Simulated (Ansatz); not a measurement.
in.yaml

```yaml
crystal:
  periodic: [false, false, false]
  atoms:
    - {symbol: B, position_ang: [0.000000, -0.021607, 1.470453]}
    - {symbol: Al, position_ang: [0.000000, -0.021607, -0.769998]}
    - {symbol: H, position_ang: [0.000000, 1.836720, 2.703142]}
    - {symbol: H, position_ang: [0.000000, -1.026587, 2.137089]}
basis:
  gaussian: {orbitals: cc-pVDZ}
hamiltonian: {pseudopotentials: {relativity: scalar}}
correlation: {active_space: {window: {electrons: 4, orbitals: 3}}}
scf: {lower_state_search: off}
```

```sh
$ ansatz run in.yaml --threads 1 --pin off --events-out ev --progress --plain --max-ram 2393MiB
```

Log:

```
these checks for a lower state are left out or cut short: stability, starts, cluster_reference, orbital_swaps, neighbouring_geometries, increment
402 factors; integrals over basis functions are off by at most 1.5e-3 eV
mean field evaluation 1: about -7290.1553 eV, gradient 1.2e1 eV
mean field evaluation 2: about -7290.1557 eV, gradient 1.2e1 eV
mean field evaluation 4: about -7291.5317 eV, gradient 1.7e0 eV
mean field evaluation 8: about -7291.5787 eV, gradient 1.4e-3 eV
mean field -7291.57871748 eV, -267.9605754580 hartree, gradient 2.1e-6 eV, S^2 0.000000; 0 other end points of the search recorded, 0 dependent functions left out
reference -7291.57871748 eV, -267.9605754580 hartree; 10, 10 occupied and 32, 32 virtual orbitals, 402 factors
state -7292.05227242 eV, -267.9779782808 hartree
Total energy: -7292.05227242 eV, -267.9779782808 hartree
Relativity: scalar
Checks for a lower state left out: stability, starts, cluster_reference, orbital_swaps, neighbouring_geometries, increment
```

Natural occupations: 2.0000 1.9127 0.0873.

Ran on 1 thread of Arm Neoverse V1, shared host: 0.51 s wall, 0.18 GiB peak host memory.
